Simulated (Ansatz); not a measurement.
# How far each method lies from UCCSDT(Q) for H₃Ge–Ge⁺, triplet

Geometry: that of the H3Ge–Ge, doublet, kept fixed. The singlet lies 1.2 eV lower here.

```xyz
5

Ge   -0.0020    0.0000    1.2075
Ge   -0.0014    0.0000   -1.2815
H     1.5002    0.0000    1.5882
H    -0.6286    1.2435    1.8741
H    -0.6287   -1.2435    1.8741
```

Basis cc-pVTZ; Ansatz 0.2.0. Only valence electrons are correlated (noble-gas cores and the filled d shells of p-block atoms frozen), which leaves 10 electrons in 100 orbitals. Prefix R: restricted or restricted open-shell reference; prefix U: unrestricted. Active spaces: valence = (10e, 11o) chosen from the atoms' valence shells. No spin–orbit coupling is included, and no scalar relativity.

Full CI isn't at hand for all of this; UCCSDT(Q) serves as the reference, and is uncertain by about the last step of the cluster series. The frozen core follows each run's orbitals, which can shift R against U totals by a few meV for light atoms and by up to 0.1 eV past Ca.

```
UHF ⟨S²⟩                          : 2.017
T1 diagnostic (RCCSD)             : 0.0235
largest doubles amplitude (RCCSD) : 0.061
T1 diagnostic (UCCSD)             : 0.0176
```

From what is known of these methods and the diagnostics, rank them by the size of their error in total energy against UCCSDT(Q) in cc-pVTZ, smallest first (an estimate: the text doesn't fix the numbers).
A. UCCSDT
B. UMP2
C. UCCSD(T)
D. UCCSD
E. UHF

A (7 meV), C (42 meV), D (214 meV), B (1213 meV), E (5659 meV).

All errors are against UCCSDT(Q) in cc-pVTZ. Within each family the higher level lies nearer, as is usual though not guaranteed.

Natural occupations of CASSCF (valence space) about the gap: 1.982 1.966 1.965 1.955 1.000 1.000 0.035 0.034 0.025 0.021; effectively unpaired electrons, Σ n²(2−n)², 2.03.
